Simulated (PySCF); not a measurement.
Ligands exchanged one at a time, Al F-H. Gas-phase values, no solvent. Strings in code marks are SMILES.

Computed with PySCF with ωB97X-D3(BJ)/def2-TZVP // B3LYP-D3(BJ)/def2-TZVP. All candidates: neutral, multiplicity 1. Delta-SCF ions had no search for a lower state. Excitations are Tamm–Dancoff values on a coarser integration grid. The basis has no diffuse functions, so Rydberg states are missing or too high.

The brightest of the four lowest singlets (TDA) is 9.61 eV. The T1 excitation (TDA) is 8.54 eV and the vertical ionisation energy (Delta-SCF) is 14.92 eV.

Question: Name which member has these values.
A) `[F][Al]([F])[F]`
B) `[F][AlH2]`
C) `[F][AlH][F]`

Answer: A, `[F][Al]([F])[F]`. The others give `[F][AlH][F]`: 9.24 eV, 7.30 eV, 13.32 eV; `[F][AlH2]`: 8.57 eV, 5.67 eV, 11.80 eV
